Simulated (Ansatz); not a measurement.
Basis-set extrapolation for C$_{5}$H$_{7}$F (`CC1(C)C=C1F`) (PBE0-D4/def2-TZVP geometry, frozen core, Ansatz). Multiplicity 1, RHF reference.

|  | def2-TZVPP | def2-QZVPP |
| --- | --- | --- |
| HF | -292.857853 | -292.870789 |
| MP2 correlation | -1.076138 | -1.151964 |
| CCSD(T) correlation | -1.158754 | not run |

Energies in hartree. Use E(X) = E(∞) + A·exp(−7.88·√X) for Hartree–Fock and E(X) = E(∞) + B·X^(−2.97) for correlation, with X = 3 and 4, and add CCSD(T) minus MP2 of the smaller set to the MP2 limit.

**Question.** What is the CCSD(T) energy at the basis-set limit?

**Answer.** HF limit: -292.870789 + (-0.012936) × 0.13774 = -292.87257. MP2 limit: -1.151964 + (-0.075826) × 0.74074 = -1.20813. Higher-order term: -1.158754 − (-1.076138) = -0.08262. Total: -294.16332 hartree, 385.2 kJ/mol below CCSD(T)/def2-TZVPP.
